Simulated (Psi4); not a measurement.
**BOF (fluoro(oxo)borane) at TD-wB97/aug-cc-pVDZ-DK (sfX2C, tdscf states 3)**

We compute the excited states of BOF (fluoro(oxo)borane). Input form: a Python script.

Program for the calculation: Psi4 1.11.

1 further run of the same task is left out (set aside as unsound or not needed).

## 1. The structure to begin with

The species is BOF (3 atoms), meant as a singlet with charge 0. SMILES: `O=BF`. All atoms were displaced at random from a relaxed shape.

Bond lengths: O1–B2 1.234 Å, B2–F3 1.293 Å. Angles: O1–B2–F3 161.6°.

## 2. The excited states at TD-wB97/aug-cc-pVDZ-DK (sfX2C, tdscf states 3)

Contents of bfo.sdf:

```

     RDKit          3D

  3  2  0  0  0  0  0  0  0  0999 V2000
    0.9764   -0.5651    0.3971 O   0  0  0  0  0  0  0  0  0  0  0  0
    0.0997    0.1649   -0.0740 B   0  0  0  0  0  0  0  0  0  0  0  0
   -1.0511    0.6026   -0.4689 F   0  0  0  0  0  0  0  0  0  0  0  0
  2  1  2  0
  3  2  1  0
M  END
$$$$
```

Contents of run.py:

```python
import psi4
from rdkit import Chem

psi4.set_memory('1600 MB')
psi4.set_num_threads(1)
psi4.set_output_file('output.dat', False)

rd = Chem.SDMolSupplier('bfo.sdf', removeHs=False, sanitize=False)[0]
xyz = rd.GetConformer().GetPositions()
atoms = '\n'.join(f'{a.GetSymbol()} {x:.4f} {y:.4f} {z:.4f}' for a, (x, y, z) in zip(rd.GetAtoms(), xyz))
m = psi4.geometry('0 1\n' + atoms + '\nsymmetry c1')

psi4.set_options({
    'basis': 'aug-cc-pVDZ-DK',
    'reference': 'rks',
    'scf_type': 'direct',
    'tdscf_states': 3,
    'tdscf_tda': False,
    'relativistic': 'x2c',
})

result = psi4.energy('td-wb97')
print(f'total energy {result:.8f} hartree = {result * 27.211386:.5f} eV')
```

The run is started by

```
$ python run.py
```

output.dat:

```text
Psi4 1.11 release

Relativistic analytic gradients are not implemented yet, re-routing to finite differences.

   => Loading Basis Set <=

    Name: AUG-CC-PVDZ-DK
    Role: ORBITAL
    Keyword: BASIS

         ---------------------------------------------------------
                                   SCF
                              RKS Reference
                        1 Threads,   1525 MiB Core
         ---------------------------------------------------------

  ==> Geometry <==

    Molecular point group: c1
    Full point group: Cs

    Geometry (in Angstrom), charge = 0, multiplicity = 1:

       Center              X                  Y                   Z               Mass
    ------------   -----------------  -----------------  -----------------  -----------------
         O           -0.789236875996    -1.061342218087    -0.000000000000    15.994914619570
         B            0.067409337202    -0.172750430249     0.000000000000    11.009305360000
         F            0.625402375506     0.993659321598     0.000000000000    18.998403162730

  Running in c1 symmetry.

  Rotational constants: A =     49.59145  B =      0.31098  C =      0.30904 [cm^-1]
  Rotational constants: A = 1486714.29324  B =   9322.91282  C =   9264.81487 [MHz]
  Nuclear repulsion =   50.837941348575569

  Charge       = 0
  Multiplicity = 1
  Electrons    = 22
  Nalpha       = 11
  Nbeta        = 11

  ==> Algorithm <==

  SCF Algorithm Type is DIRECT.
  DIIS enabled.
  MOM disabled.
  Fractional occupation disabled.
  Guess Type is SAD.
  Energy threshold   = 1.00e-06
  Density threshold  = 1.00e-06
  Integral threshold = 1.00e-12

  ==> Primary Basis <==

  Basis Set: AUG-CC-PVDZ-DK
    Blend: AUG-CC-PVDZ-DK
    Number of shells: 27
    Number of basis functions: 69
    Number of Cartesian functions: 75
    Spherical Harmonics?: true
    Max angular momentum: 2

  ==> DFT Potential <==

   => LibXC <=

    Version 7.1.2

   => Composite Functional: WB97 <=

    wB97 GGA Exchange-Correlation Functional

    Deriv               =              1
    GGA                 =           TRUE
    Meta                =          FALSE

    Exchange Hybrid     =          FALSE
    MP2 Hybrid          =          FALSE

   => Exchange-Correlation Functionals <=

    1.0000   wB97 range-separated functional

   => Exact (HF) Exchange <=

    1.0000            HF,LR [omega = 0.4000]

   => LibXC Density Thresholds  <==

    XC_HYB_GGA_XC_WB97:  1.00E-14

   => Molecular Quadrature <=

    Radial Scheme          =       TREUTLER
    Pruning Scheme         =           NONE
    Nuclear Scheme         =       TREUTLER

    Blocking Scheme        =         OCTREE
    BS radius alpha        =              1
    Pruning alpha          =              1
    Radial Points          =             75
    Spherical Points       =            302
    Total Points           =          66660
    Total Blocks           =            563
    Max Points             =            254
    Max Functions          =             69
    Weights Tolerance      =       1.00E-15

   => Loading Basis Set <=

    Name: (AUG-CC-PVDZ-DK AUX)
    Role: JKFIT
    Keyword: DF_BASIS_SCF

   => Loading Basis Set <=

    Name: (AUG-CC-PVDZ-DK AUX)
    Role: DECON
    Keyword: BASIS_RELATIVISTIC

  Starting with a DF guess...

  ==> Integral Setup <==

  DFHelper Memory: AOs need 0.026 GiB; user supplied 0.993 GiB.
  SCF_SUBTYPE=INCORE selected. In-core MEM_DF algorithm will be used.
  Using in-core AOs.

  ==> MemDFJK: Density-Fitted J/K Matrices <==

    J tasked:                   Yes
    K tasked:                    No
    wK tasked:                  Yes
    Omega:                4.000E-01
    Memory [MiB]:              1017
    Algorithm:                 Core
    Schwarz Cutoff:           1E-12
    Mask sparsity (%):       0.0000
    Fitting Condition:        1E-10

   => Auxiliary Basis Set <=

  Basis Set: (AUG-CC-PVDZ-DK AUX)
    Blend: DEF2-UNIVERSAL-JKFIT
    Number of shells: 75
    Number of basis functions: 229
    Number of Cartesian functions: 275
    Spherical Harmonics?: true
    Max angular momentum: 4

  Cached 100.0% of DFT collocation blocks in 0.124 [GiB].

 OEINTS: Using relativistic (X2C) overlap, kinetic, and potential integrals.
         ------------------------------------------------------------
         Spin-Free X2C Integrals at the One-Electron Level (SFX2C-1e)
         ------------------------------------------------------------

  ==> X2C Options <==

    Computational Basis: AUG-CC-PVDZ-DK
    X2C Basis: (AUG-CC-PVDZ-DK AUX)
    The X2C Hamiltonian will be computed in the X2C Basis

    Comparing only 69 out of 105 elements of H_Dirac

    The 1-norm of |H_X2C - H_Dirac| is: 31.404147801002

    WARNING: The X2C and Dirac Hamiltonians have substatially different eigenvalues!
             This is probably caused by the recontraction of the basis set.

  Minimum eigenvalue in the overlap matrix is 3.7081062816E-04.
  Reciprocal condition number of the overlap matrix is 7.2812837732E-05.
    Using symmetric orthogonalization.

  ==> Pre-Iterations <==

  SCF Guess: Superposition of Atomic Densities via on-the-fly atomic UHF (no occupation information).

   -------------------------
    Irrep   Nso     Nmo
   -------------------------
     A         69      69
   -------------------------
    Total      69      69
   -------------------------

  ==> Iterations <==

                           Total Energy        Delta E     RMS |[F,P]|

   @DF-RKS iter SAD:  -199.19067803875757   -1.99191e+02   0.00000e+00
   @DF-RKS iter   1:  -199.91362876634440   -7.22951e-01   1.09400e-02 DIIS/ADIIS
   @DF-RKS iter   2:  -199.69477242075504    2.18856e-01   1.54720e-02 DIIS/ADIIS
   @DF-RKS iter   3:  -200.12841880075226   -4.33646e-01   1.22660e-03 DIIS/ADIIS
   @DF-RKS iter   4:  -200.13032099838239   -1.90220e-03   5.62949e-04 DIIS/ADIIS
   @DF-RKS iter   5:  -200.13077216299828   -4.51165e-04   5.82059e-05 DIIS
   @DF-RKS iter   6:  -200.13078071296877   -8.54997e-06   1.37945e-05 DIIS
   @DF-RKS iter   7:  -200.13078140486942   -6.91901e-07   2.81521e-06 DIIS
   @DF-RKS iter   8:  -200.13078148745441   -8.25850e-08   7.10509e-07 DIIS

  DF guess converged.

  ==> DirectJK: Integral-Direct J/K Matrices <==

    J tasked:                  Yes
    K tasked:                   No
    wK tasked:                 Yes
    Omega:               4.000E-01
    Integrals threads:           1
    Screening Type:           CSAM
    Screening Cutoff:        1E-12
    Incremental Fock:           No

   @RKS iter   9:  -200.13070390509159   -2.00131e+02   2.76355e-06 DIIS
   @RKS iter  10:  -200.13070391584387   -1.07523e-08   2.92958e-07 DIIS
  Energy and wave function converged.

  ==> Post-Iterations <==

   Electrons on quadrature grid:
      Ntotal   =   22.0000013235 ; deviation = 1.323e-06

    Orbital Energies [Eh]
    ---------------------

    Doubly Occupied:

       1A    -24.640934     2A    -19.040931     3A     -6.888361
       4A     -1.428525     5A     -1.132673     6A     -0.744014
       7A     -0.657314     8A     -0.657173     9A     -0.555318
      10A     -0.475883    11A     -0.474771

    Virtual:

      12A      0.022414    13A      0.057721    14A      0.059405
      15A      0.068513    16A      0.104379    17A      0.151064
      18A      0.192953    19A      0.220551    20A      0.231366
      21A      0.232226    22A      0.250695    23A      0.268773
      24A      0.270456    25A      0.281012    26A      0.281395
      27A      0.329795    28A      0.393679    29A      0.480183
      30A      0.489336    31A      0.500206    32A      0.511924
      33A      0.551425    34A      0.628779    35A      0.790387
      36A      0.855093    37A      0.887620    38A      0.887669
      39A      1.012336    40A      1.018339    41A      1.042146
      42A      1.104507    43A      1.211170    44A      1.290495
      45A      1.299364    46A      1.323251    47A      1.326821
      48A      1.413353    49A      1.414024    50A      1.574639
      51A      1.591244    52A      1.591962    53A      1.782126
      54A      1.959690    55A      2.063421    56A      2.112170
      57A      2.182122    58A      2.914115    59A      3.344972
      60A      3.345334    61A      3.378913    62A      3.382659
      63A      3.663569    64A      4.086994    65A      4.461855
      66A      4.465427    67A      4.599220    68A      4.601455
      69A      4.753540

    Final Occupation by Irrep:
              A
    DOCC [    11 ]
    NA   [    11 ]
    NB   [    11 ]

  @RKS Final Energy:  -200.13070391584387

   => Energetics <=

    Nuclear Repulsion Energy =             50.8379413485755691
    One-Electron Energy =                -376.3230979168719159
    Two-Electron Energy =                 143.9016962093747338
    DFT Exchange-Correlation Energy =     -18.5472435569222469
    Empirical Dispersion Energy =           0.0000000000000000
    VV10 Nonlocal Energy =                  0.0000000000000000
    Total Energy =                       -200.1307039158438670

Computation Completed

Properties will be evaluated at   0.000000,   0.000000,   0.000000 [a0]

Properties computed using the SCF density matrix

 Multipole Moments:

 ------------------------------------------------------------------------------------
     Multipole            Electronic (a.u.)      Nuclear  (a.u.)        Total (a.u.)
 ------------------------------------------------------------------------------------

 L = 1.  Multiply by 2.5417464519 to convert [e a0] to [Debye]
 Dipole X            :          1.4106761           -0.6580536            0.7526225
 Dipole Y            :          1.3476007           -0.7777281            0.5698726
 Dipole Z            :         -0.0000000           -0.0000000           -0.0000000
 Magnitude           :                                                    0.9440315

 ------------------------------------------------------------------------------------

	total time  =          3 seconds =       0.05 minutes

******************************************************************************************
**********                               WARNING                                **********
**********       The names of excited state variables changed between 1.5       **********
**********     and 1.6. For a quick solution, remove the symmetry specifier     **********
**********   from the variable name. For full details, see 'Notes on Psivars'   **********
**********                        in the documentation.                         **********
******************************************************************************************

         ---------------------------------------------------------
                         TDSCF excitation energies
         ---------------------------------------------------------

  ==> Options <==

     Residual threshold  : 1.0000e-04
     Initial guess       : denominators
     Reference           : RHF
     Solver type         : RPA (Hamiltonian)

  ==> Requested Excitations <==

      3 singlet states with A symmetry

  ==> Seeking the lowest 3 singlet states with A symmetry

                        Generalized Hamiltonian Solver

  ==> Options <==

    Max number of iterations        = 60
    Eigenvector tolerance           = 1.0000e-04
    Max number of expansion vectors = 600

  => Iterations <=
                              Max[D[value]]     Max[|R|]   # vectors
  HamiltonianSolver iter   1:   3.89957e-01  2.87021e-01     12
  HamiltonianSolver iter   2:   3.52629e-02  9.84481e-02     18
  HamiltonianSolver iter   3:   2.78490e-03  3.96882e-02     24
  HamiltonianSolver iter   4:   1.78533e-03  6.38888e-02     30
  HamiltonianSolver iter   5:   3.84246e-03  6.83917e-02     36
  HamiltonianSolver iter   6:   4.60434e-03  1.34946e-01     42
  HamiltonianSolver iter   7:   9.02880e-03  1.01767e-01     48
  HamiltonianSolver iter   8:   2.17952e-03  3.36524e-02     54
  HamiltonianSolver iter   9:   1.91984e-04  1.20491e-02     56
  HamiltonianSolver iter  10:   1.29082e-05  2.81817e-03     58
  HamiltonianSolver iter  11:   6.55513e-07  7.81403e-04     60
  HamiltonianSolver iter  12:   4.08962e-08  1.44581e-04     62
  HamiltonianSolver iter  13:   1.94093e-09  4.96002e-05     64      Converged

******************************************************************************************
**********                               WARNING                                **********
**********  Length-gauge rotatory strengths are **NOT** gauge-origin invariant  **********
******************************************************************************************

                                    Excitation Energy         Total Energy        Oscillator Strength             Rotatory Strength
     #   Sym: GS->ES (Trans)        au              eV              au          au (length)    au (velocity)    au (length)    au (velocity)
    ---- -------------------- --------------- --------------- --------------- --------------- --------------- --------------- ---------------
     1        A->A (1 A)       0.26169         7.12096        -199.86901       0.0263          0.0237         -0.0000          0.0000
     2        A->A (1 A)       0.27197         7.40082        -199.85873       0.0400          0.0368          0.0000          0.0000
     3        A->A (1 A)       0.33026         8.98691        -199.80044       0.0027          0.0028          0.0000          0.0000

Contributing excitations and de-excitations
Only contributions with abs(coeff) > 1.00e-01 will be printed:

Excited State    1 (1 A):   0.26169 au   174.11 nm f = 0.0263
  Sums of squares: Xssq =  1.000857e+00; Yssq =  8.572065e-04; Xssq - Yssq =  1.000000e+00
     10a  ->  12a     0.837664 (70.168%)
     10a  ->  15a    -0.170181 ( 2.896%)
     10a  ->  16a    -0.503993 (25.401%)

Excited State    2 (1 A):   0.27197 au   167.53 nm f = 0.0400
  Sums of squares: Xssq =  1.002118e+00; Yssq =  2.117723e-03; Xssq - Yssq =  1.000000e+00
     10a  ->  17a     0.212448 ( 4.513%)
     11a  ->  12a     0.847635 (71.848%)
     11a  ->  15a    -0.172982 ( 2.992%)
     11a  ->  16a    -0.421189 (17.740%)

Excited State    3 (1 A):   0.33026 au   137.96 nm f = 0.0027
  Sums of squares: Xssq =  1.000673e+00; Yssq =  6.727423e-04; Xssq - Yssq =  1.000000e+00
     11a  ->  13a     0.430771 (18.556%)
     11a  ->  17a     0.887748 (78.810%)

******************************************************************************************
**********                               WARNING                                **********
**********       The names of excited state variables changed between 1.5       **********
**********     and 1.6. For a quick solution, remove the symmetry specifier     **********
**********   from the variable name. For full details, see 'Notes on Psivars'   **********
**********                        in the documentation.                         **********
******************************************************************************************
```

On the terminal:

```text
total energy -200.13070392 hartree = -5445.83383 eV
```

It took 17 s on 1 thread of Intel Xeon 6975P-C (Granite Rapids), shared host; peak memory 0.4 GiB.

The roots found:

| excited state | energy (eV) | strength | label |
| --- | --- | --- | --- |
| 1 | 7.121 | 0.0263 | A 1 |
| 2 | 7.401 | 0.0400 | A 1 |
| 3 | 8.987 | 0.0027 | A 1 |

## 3. What came out

At TD-wB97/aug-cc-pVDZ-DK (sfX2C, tdscf states 3):

| quantity | value |
| --- | --- |
| ground-state or mean-field energy | -200.13070 Eh |
| dipole moment (wB97 Kohn–Sham density) | 2.40 D |
| HOMO energy (wB97 Kohn–Sham orbitals) | -12.92 eV |
| LUMO energy (wB97 Kohn–Sham orbitals) | 0.61 eV |
| HOMO–LUMO gap (wB97 Kohn–Sham orbitals) | 13.53 eV |
| lowest excitation energy | 7.12 eV |

In words: The brightest of the 3 transitions from the ground state lies at 7.40 eV (168 nm, f = 0.040); the lowest, at 7.12 eV, has f = 0.026.
